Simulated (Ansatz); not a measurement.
Consider Pd in the fcc (Cu type) structure (space group Fm-3m, No. 225).

```xyz
1
Lattice="0.0000 1.9542 1.9542 1.9542 0.0000 1.9542 1.9542 1.9542 0.0000" Properties=species:S:1:pos:R:3 pbc="T T T"
Pd     0.0000     0.0000     0.0000
```

Calculations: Ansatz (a first-principles code) r2SCAN, no spin-orbit coupling.

The change: every Pd is replaced by Pt; the structure is relaxed again.

Measured lattice parameter a: Pd 3.876 Å (static lattice; corrected from measurement; as listed in Daniel Mejia-Rodriguez, S. B. Trickey, Phys. Rev. B (2018)); Pt 3.913 Å (static lattice; corrected from measurement; as listed in Daniel Mejia-Rodriguez, S. B. Trickey, Phys. Rev. B (2018)).

Task: How well does r2SCAN reproduce the measured shift?

Result: With r2SCAN the lattice parameter a moves by +0.032 Å (3.908 → 3.940) against +0.037 Å measured.

Whether these cells are dynamically stable was not tested. All final runs are without spin polarisation. Pt lies near a magnetic instability that expansion can trigger; it was not tested. Pd has a high density of states at the Fermi level and may be magnetic at this level.
